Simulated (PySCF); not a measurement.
Compound: C4H9NS.
Bonds: C1–C2, C2–S3 (double), C2–N4, N4–C5, N4–C6. Hydrogens: H7, H8, H9 on C1; H10, H11, H12 on C5; H13, H14, H15 on C6.

Computed with PySCF at PBE0/pcSseg-1 and CAM-B3LYP/def2-SVPD, non-relativistic, on one gas-phase PBE0-D3(BJ)/def2-SVP geometry that isn't relaxed in the solvent. The solvent is an IEF-PCM continuum (Bondi radii, 1.10 Å for H, scaled by 1.2). The model holds no explicit solvent molecules, cavitation or dispersion.

Gas phase at PBE0/pcSseg-1: HOMO -5.78 eV, LUMO -0.59 eV, dipole 5.10 D.

Task: What does the continuum do to the energy, the frontier levels and the dipole at PBE0/pcSseg-1 in methanol and acetonitrile?

Result: 
```tsv
solvent	ε	E(solvent) − E(gas) (kcal/mol)	polarisation term (kcal/mol)	distortion of the solute (kcal/mol)	HOMO (eV)	LUMO (eV)	dipole (D)
methanol	32.61	-8.11	-11.08	2.97	-6.22	-0.74	7.40
acetonitrile	35.69	-8.15	-11.15	3.00	-6.22	-0.75	7.41
```

The first energy column is the sum of the next two and covers electrostatics alone. From methanol to acetonitrile the lowering changes by a factor 1.00, Onsager's factor (ε − 1)/(2ε + 1) by 1.00 and ε itself by 1.1.

Task: Which radius a makes the point-dipole formula ΔE = −[(ε − 1)/(2ε + 1)]·μ²/a³ give the value in acetonitrile, with the gas-phase dipole?

Result: μ = 2.006 au and |ΔE| = 0.01299 Eh give a = 2.80 Å; the farthest nucleus lies 2.91 Å from the centroid of the nuclei, so such a sphere wouldn't even hold the nuclei. The formula assumes a rigid point dipole at the centre of a sphere.

Gas phase at CAM-B3LYP/def2-SVPD: HOMO -7.15 eV, LUMO 0.35 eV, dipole 5.10 D.

Task: What does the continuum do to the energy, the frontier levels and the dipole at CAM-B3LYP/def2-SVPD in methanol and acetonitrile?

Result: 
```tsv
solvent	ε	E(solvent) − E(gas) (kcal/mol)	polarisation term (kcal/mol)	distortion of the solute (kcal/mol)	HOMO (eV)	LUMO (eV)	dipole (D)
methanol	32.61	-8.23	-11.43	3.20	-7.56	0.22	7.59
acetonitrile	35.69	-8.27	-11.50	3.23	-7.57	0.22	7.60
```

Task: How does the static polarisability (CAM-B3LYP/def2-SVPD, frozen core, with the continuum's full static response) change?

Result: 
| medium | isotropic (au) | principal values (au) | ⟨r²⟩ of the electrons (bohr²) |
| --- | --- | --- | --- |
| gas | 83.7 | 61.5, 83.2, 106.5 | 798.9 |
| methanol | 118.6 | 89.3, 113.4, 153.3 | 799.1 |
| acetonitrile | 118.9 | 89.5, 113.6, 153.5 | 799.1 |

The isotropic value in acetonitrile is 1.42 times the gas-phase one; no cavity-field correction is applied. ⟨r²⟩ is taken about the centre of nuclear charge.

The values belong to the conformer `[CH3:1][C:2](=[S:3])[N:4]([CH3:5])[CH3:6]`: C1–C2–N4–C5 -178°.
